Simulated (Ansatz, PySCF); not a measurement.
This Ansatz (a first-principles code) input computes a PBE/def2-TZVPD energy:

Ansatz 0.2 input:
```yaml
crystal:
  periodic: [false, false, false]
  atoms:
    - {symbol: O, position_ang: [-0.00000000, -0.00000000, -0.99326010]}
    - {symbol: S, position_ang: [0.00000000, 0.00000000, 0.49663005]}
basis:
  gaussian:
    orbitals: def2-TZVPD
hamiltonian:
  xc: {name: PBE}
magnetization: {spin_polarized: true, initial_magnetization: 2}
output: {forces: true}
```

**Question.** Write an input for the same energy in PySCF and say what it gives.

**Answer.** 
```python
from pyscf import gto, scf, dft

mol = gto.M(
    atom='''
    O    -0.00000000   -0.00000000   -0.99326010
    S     0.00000000    0.00000000    0.49663005
    ''',
    basis='def2-tzvpd',
    charge=0,
    spin=2,
    symmetry='C2v',
    verbose=4,
)

mf = dft.UKS(mol, xc='pbe').density_fit(auxbasis='def2-universal-jkfit')
mf.grids.level = 3
mf.conv_tol = 1e-9
mf.max_cycle = 100
mf.max_memory = 1500
mf.kernel()
if not mf.converged:
    mf = mf.newton()
    mf.kernel(mf.make_rdm1())
mf.analyze()
```
It gives -473.17404 Eh, and Ansatz -473.17402 Eh, a difference of 0.02 mEh, from the treatment of integrals and grids.
